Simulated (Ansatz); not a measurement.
# C3H5F: the cost of one run

Computed with Ansatz 0.2.0 (the levels named in each step, unless a step's input says otherwise).

## Step 1: Starting point

Bond lengths: C1–C2 1.319 Å, C2–C3 1.496 Å, C3–F4 1.371 Å, C1–H5 1.077 Å, C1–H6 1.076 Å, C2–H7 1.081 Å, C3–H8 1.099 Å, C3–H9 1.097 Å. Angles: C1–C2–C3 124.7°, C1–C2–H7 121.9°, C3–C2–H7 113.4°, C2–C1–H5 121.3°, C2–C1–H6 121.8°, H5–C1–H6 116.9°, C2–C3–F4 112.4°, C2–C3–H8 110.8°, C2–C3–H9 110.8°, F4–C3–H8 106.8°, F4–C3–H9 106.8°, H8–C3–H9 109.1°.

Structure file:

```xyz
9

C     1.6069    0.1882   -0.1064
C     0.4921    0.5820   -0.6903
C    -0.8819    0.1626   -0.2725
F    -0.8642   -0.6938    0.7985
H     1.5908   -0.4828    0.7358
H     2.5722    0.5195   -0.4463
H     0.4968    1.2554   -1.5365
H    -1.4805    1.0333    0.0278
H    -1.3942   -0.3616   -1.0890
```

## Step 2: A rough first relaxation, PBE-D4/def2-SVP

This run stands in another session on the same molecule. It ended at:

```xyz
9

C     1.6183    0.1849   -0.1011
C     0.4814    0.5836   -0.6921
C    -0.8876    0.1531   -0.2603
F    -0.8490   -0.7074    0.8209
H     1.5910   -0.5044    0.7571
H     2.6015    0.5296   -0.4551
H     0.5006    1.2726   -1.5562
H    -1.5030    1.0447    0.0120
H    -1.4152   -0.3539   -1.1043
```

## Step 3: Relaxation, HF/STO-3G

Input file input.yaml:

```yaml
crystal:
  periodic: [false, false, false]
  atoms:
    - { symbol: C, position_ang: [1.61830228, 0.18488045, -0.10105064] }
    - { symbol: C, position_ang: [0.48142478, 0.58358195, -0.69212099] }
    - { symbol: C, position_ang: [-0.88756481, 0.15306447, -0.26025159] }
    - { symbol: F, position_ang: [-0.84904285, -0.70740615, 0.82089605] }
    - { symbol: H, position_ang: [1.59103988, -0.50440467, 0.7570914] }
    - { symbol: H, position_ang: [2.60151503, 0.52960149, -0.45509421] }
    - { symbol: H, position_ang: [0.50058641, 1.27264029, -1.55617765] }
    - { symbol: H, position_ang: [-1.50297589, 1.0447021, 0.01202437] }
    - { symbol: H, position_ang: [-1.41524483, -0.35389993, -1.10427674] }
basis:
  gaussian: { orbitals: STO-3G }
hamiltonian:
  xc: hf
relax:
  f_tol: 0.002
  max_steps: 150
```

Command:

```bash
> ansatz run input.yaml --threads 2 --pin off --max-ram 5120MiB --backend cpu --events-out ev --progress --plain --runs-dir out
```

Q: Estimate wall time and peak memory on 2 threads of Intel Xeon at 2.50GHz (Skylake/Cascade Lake), shared host.

About 7 s, with a peak of 0.1 GiB.
